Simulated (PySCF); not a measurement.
Excitations are Tamm–Dancoff values on a coarser integration grid. The basis has no diffuse functions, so Rydberg states are missing or too high.

Z-matrix (Å, degrees):
```
C
C 1 1.3266
H 2 1.0811 1 121.70
H 2 1.0834 3 117.03 1 -179.90
H 1 1.0858 2 119.64 3 0.04
C 1 1.4544 5 116.31 2 179.99
C 6 1.3266 1 124.05 5 0.02
H 7 1.0811 6 121.70 1 179.95
H 7 1.0834 8 117.03 6 179.92
H 6 1.0858 7 119.64 8 -0.04
```
Charge 0, multiplicity 1.

Task: What is the computed T1 excitation (TDA), S1 excitation (TDA) and S1 oscillator strength (CAM-B3LYP-D3(BJ)/def2-TZVP run with PySCF)?

Result: 
| Quantity | Value |
|---|---|
| T1 excitation (TDA) | 3.32 eV |
| S1 excitation (TDA) | 6.47 eV |
| S1 oscillator strength | 1.02 |
